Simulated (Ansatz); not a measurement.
C4H6: which of these isomers lies lowest?

3 of its isomers, all singlets with charge 0: A = 2-butyne `CC#CC`; B = 1-methylcyclopropene `CC1=CC1`; C = `CC1C=C1`.

Shapes, held fixed at every level: PBE0-D4/def2-TZVP. Programs: Ansatz 0.2.0.

A:

```xyz
10

C    -0.9884    1.2113   -1.3181
C    -0.2839    0.3510   -0.3856
C     0.2998   -0.3615    0.3865
C     1.0051   -1.2215    1.3187
H    -1.5556    0.6232   -2.0442
H    -1.6913    1.8654   -0.7958
H    -0.2913    1.8447   -1.8726
H     2.0830   -1.1952    1.1396
H     0.8302   -0.9092    2.3515
H     0.6755   -2.2593    1.2230
```

B:

```xyz
10

C    -1.0438    0.7591   -0.6957
C    -0.0693   -0.1369   -0.0650
C     0.4026   -1.3099    0.1857
C     1.1507   -0.1687    0.8054
H    -1.7886    0.2047   -1.2693
H    -1.5575    1.3576    0.0626
H    -0.5378    1.4629   -1.3633
H     0.3548   -2.3795    0.0723
H     1.0560    0.0247    1.8760
H     2.1158    0.1348    0.3943
```

C:

```xyz
10

C    -0.9540    0.6511   -0.5365
C    -0.1619   -0.4979    0.0373
C     0.8525   -0.2963    1.1204
C     1.3323   -0.5498   -0.0495
H    -1.2264    0.4628   -1.5796
H    -1.8825    0.8098    0.0207
H    -0.3754    1.5775   -0.5002
H    -0.7040   -1.4473    0.0207
H     1.0163   -0.0714    2.1612
H     2.1861   -0.6896   -0.6914
```

Electronic energies in kJ/mol, without zero-point or thermal terms.

Task: Which isomer should be the most stable, and roughly by how much?

Result: A < B < C in rising energy, over a span of 107 kJ/mol, by CCSD(T)/CBS estimate. All levels agree on that. The B − A difference spans +68.9 to +110.8 kJ/mol over the levels. The CBS estimate extrapolates MP2 from def2-TZVPP and def2-QZVPP and adds CCSD(T) − MP2 in the triple-zeta set, cores frozen.

```json
{"level": "HF/def2-SVP", "kind": "Hartree–Fock", "B − A": "+105.4", "C − A": "+124.0"}
{"level": "HF/def2-TZVPP", "kind": "Hartree–Fock", "B − A": "+110.8", "C − A": "+129.1"}
{"level": "SPW92/def2-TZVPP", "kind": "LDA", "B − A": "+68.9", "C − A": "+88.0"}
{"level": "PBE0-D4/def2-TZVPP", "kind": "global hybrid", "B − A": "+76.8", "C − A": "+95.7"}
{"level": "r2SCAN0-D4/def2-TZVPP", "kind": "global hybrid", "B − A": "+81.8", "C − A": "+100.3"}
{"level": "CCSD(T)/def2-TZVPP", "kind": "coupled cluster or CI", "B − A": "+93.5", "C − A": "+107.9"}
{"level": "CCSD(T)/CBS estimate", "kind": "coupled cluster or CI", "B − A": "+93.5", "C − A": "+107.3"}
```
